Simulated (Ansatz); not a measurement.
**How far each method lies from full CI for PH₂⁺, triplet**

Geometry: a point of a stretch scan, not a stationary point.

```xyz
3

P     0.0000   -0.0442    0.0043
H     0.0000    0.7183   -1.3772
H     0.0000    0.6401    1.2441
```

Basis cc-pVDZ; Ansatz 0.2.0. Correlated methods freeze the noble-gas cores, which leaves 6 electrons in 23 orbitals. Prefix R: restricted or restricted open-shell reference; prefix U: unrestricted. Active spaces: pair = (4e, 4o) about the gap; valence = (6e, 6o) chosen from the atoms' valence shells.

Full CI is exact within this basis and frozen core; it isn't the basis-set limit. The frozen core follows each run's orbitals, which can shift R against U totals by a few meV.

For open shells CISD is restricted-active-space CI with the open shells as a complete middle space.

```
UHF ⟨S²⟩                          : 2.007
T1 diagnostic (RCCSD)             : 0.0201
largest doubles amplitude (RCCSD) : 0.053
T1 diagnostic (UCCSD)             : 0.0144
```

```
                            level  E − E(full CI) (kJ/mol)  share of correlation (%)  wall time
                              RHF                    292.6                      0.00          –
                              UHF                    285.4                      2.46          –
                             RMP2                     70.6                     75.88          –
                             UMP2                     70.5                     75.92          –
                             CISD                     14.6                     95.01     0.36 s
                            RCCSD                      8.3                     97.15          –
                            UCCSD                      8.2                     97.20          –
                         RCCSD(T)                      2.1                     99.29     0.51 s
                         UCCSD(T)                      2.0                     99.31     0.51 s
                          BCCD(T)                      2.0                     99.30     0.36 s
                           RCCSDT                      0.2                     99.94          –
                           UCCSDT                      0.1                     99.95          –
                        RCCSDT(Q)                      0.0                     99.99        2 s
                        UCCSDT(Q)                      0.0                    100.00      1.9 s
              CASSCF (pair space)                    241.8                     17.36          –
              NEVPT2 (pair space)                     64.1                     78.10     0.21 s
              MRCISD (pair space)                     11.7                     96.01          –
            MRCISD+Q (pair space)                     -0.7                    100.23     0.39 s
           CASSCF (valence space)                    191.9                     34.42          –
           NEVPT2 (valence space)                     52.0                     82.24      0.3 s
           MRCISD (valence space)                      8.1                     97.25          –
         MRCISD+Q (valence space)                      0.9                     99.71     0.54 s
MRCISD+Q(relaxed) (valence space)                     -2.0                    100.68     0.64 s
```

The correlation energy at full CI, counted from RHF, is -3.033 eV. That run took 3.4 s on 1 thread of Arm Neoverse V2, shared host over 1,563,320 determinants.

Times hold each run's SCF and search for its determinant on a shared host, so for small cases they say little of a method's own cost; they ran on 1 thread of Arm Neoverse V2.

Not variational, and here over 5 meV under the exact energy: MRCISD+Q (pair space), MRCISD+Q(relaxed) (valence space).

The full-CI state has the irrep A'' of Cs, in the program's axes.

Natural occupations of full CI about the gap: 1.956 1.937 0.993 0.989 0.040 0.026 0.010 0.009 0.009 0.008; effectively unpaired electrons, Σ n²(2−n)², 2.03.
